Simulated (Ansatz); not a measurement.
bcc Cs was calculated with rVV10 (Ansatz, a program for electronic structure, PAW).

Run with plane-wave cutoff 520 eV, 14×14×14 k mesh, Fermi–Dirac smearing 0.05 eV, scalar-relativistic PAW data made under PBE.

Computed at the level's own relaxed cell.

What does this level give for the equilibrium volume per atom, bulk modulus B0, lattice constant a and pressure derivative B′ of the bulk modulus?


* **equilibrium volume per atom**: 100.19 Å³/atom
* **bulk modulus B0**: 2.46 GPa
* **lattice constant a**: 5.852 Å
* **pressure derivative B′ of the bulk modulus**: 3.3

The run finds no gap.

Measured, for comparison: equilibrium volume per atom 110.12 Å³/atom, lattice constant a 6.039 Å (low-temperature or extrapolated to 0 K; zero-point anharmonic expansion removed; as tabulated in Csonka et al. (2009), arXiv:0903.4037); bulk modulus 2.11 GPa (corrected for temperature and zero-point phonon effects, our sources range from 2.11 to 2.35; as tabulated in Levämäki et al. (2014), arXiv:1402.3671). Computed (rounded) less measured: equilibrium volume per atom -9.0 %, bulk modulus +17 % (+5 % to +17 % over the range), lattice constant a -3.1 %.

Spin–orbit coupling is not included.

Static lattice: no zero-point or thermal effects.
